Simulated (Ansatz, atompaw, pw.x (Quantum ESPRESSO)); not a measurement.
# From atom to crystal: PAW (atompaw) potential for La

lanthanum, PAW, made with atompaw 4.2.0.5 (PBEsol, scalar-relativistic). Core [Kr] 4d10, reference 4f0 5s2 5p6 5d1 6s2 6p0. Waves: 5s (bound): rc 1.75 bohr; 6s (bound): rc 3.00 bohr; 5p (bound): rc 2.50 bohr; 6p (bound, empty): rc 3.00 bohr; 5d (bound): rc 3.00 bohr; 5d channel at 4 Ry: rc 3.00 bohr; 4f (bound, empty): rc 1.10 bohr; 4f channel at 0.45 Ry: rc 1.10 bohr. Local part: troulliermartins scheme with l = 4 at 0 Ry, radius 2.35 bohr. Core correction: smooth core density matched at 2.25 bohr. Augmentation charge: besselshape compensation charge, radius 2.90 bohr; PAW radius 3.00 bohr; waves and projectors: custom polynom2 7 10 vanderbiltortho.

Atomic tests: cutoffs needed: 30 Ry and 60 Ry (the cutoffs (Ry, on a coarse ladder) from which the occupation-weighted sum of valence levels, in a spherical-Bessel basis at the reference potential, stays within 10 and 1 mRy of its value at 400 Ry); ghost test: no extra level below or beside the all-electron valence levels (s, p, d, f tested) (spherical-Bessel basis up to 400 Ry, 20 bohr box); lowest eigenvalue of the overlap operator: 0.39 (s channel).

Crystal test: bcc La in pw.x 7.5, no spin, 11³ k-points, Fermi–Dirac smearing 0.01 Ry, cutoffs 75/750 Ry. The reference is all-electron LAPW (Ansatz 0.2.0) with the same functional, mesh and smearing; V0 and B0 come from Birch–Murnaghan fits to the pressures at five volumes. Errors are pseudo minus all-electron; Δ is the rms difference of the E(V) curves that follow from these fits, minima aligned, over ±6 % about the mean V0. Mesh and smearing are coarse, so the numbers serve the comparison and aren't converged zero-temperature values; the lattice is a test structure that the element need not adopt.

All-electron: a0 = 4.124 Å (V0 = 35.06 Å³/atom), B0 = 27.1 GPa.

Task: How far does the potential miss the all-electron equation of state?

Result: mean pressure error (GPa): +1.27; a0 (Å): 4.176; a0 error (%): +1.28; B0 error (%): +13.6; Δ (meV/atom): 8.7. This is a poor potential for the solid. The logarithmic derivative shows an extra or strongly shifted pseudo pole above the reference energy (s near 0.76 Ry, p near 1.63 Ry).

| V (Å³/atom) | P all-electron (GPa) | P pseudo (GPa) |
| --- | --- | --- |
| 33.188 | 1.59 | 3.20 |
| 34.062 | 0.81 | 2.25 |
| 34.935 | 0.10 | 1.35 |
| 35.808 | -0.56 | 0.53 |
| 36.682 | -1.15 | -0.21 |

Task: At the middle volume, how do free energy and pressure move when the wave cutoff is lowered (ecutrho held at 750 Ry)?

Result:

```json
{"cutoff (Ry)": "34", "shift of F (meV/atom)": "+74.6", "shift of P (GPa)": "-0.44"}
{"cutoff (Ry)": "45", "shift of F (meV/atom)": "+18.8", "shift of P (GPa)": "-0.07"}
{"cutoff (Ry)": "60", "shift of F (meV/atom)": "+4.7", "shift of P (GPa)": "-0.17"}
```

The run at the middle volume (56 k-points, 15 iterations) took about 95 s on one core of a shared host (Intel(R) Xeon(R) 6975P-C, 192 threads, 378 GiB, load 53).
